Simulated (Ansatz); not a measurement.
We consider fcc Rh, described by PBE in Ansatz (plane waves, PAW).

Run with plane-wave cutoff 520 eV, 24×24×24 k mesh, Fermi–Dirac smearing 0.05 eV, no spin polarisation, scalar-relativistic PAW data made under PBE.

Computed at the level's own relaxed cell.

### Question
Give the computed volume per atom, bulk modulus B0, lattice parameter a and pressure derivative B′ of the bulk modulus.

### Answer

- volume per atom: 14.04 Å³/atom
- bulk modulus B0: 257 GPa
- lattice parameter a: 3.830 Å
- pressure derivative B′ of the bulk modulus: 5.2

The run finds no gap.

Measured, for comparison: equilibrium volume per atom 13.65 Å³/atom, lattice constant a 3.794 Å (static lattice: zero-point anharmonic expansion removed; as tabulated in Mejia-Rodriguez and Trickey (2018), arXiv:1807.09216); bulk modulus 271 GPa (corrected for temperature and zero-point phonon effects, our sources range from 271 to 289; as tabulated in Levämäki et al. (2014), arXiv:1402.3671). Computed (rounded) less measured: equilibrium volume per atom +2.9 %, bulk modulus -5 % (-5 % to -11 % over the range), lattice constant a +0.9 %.

Static lattice: no zero-point or thermal effects.

Ansatz is a first-principles code.
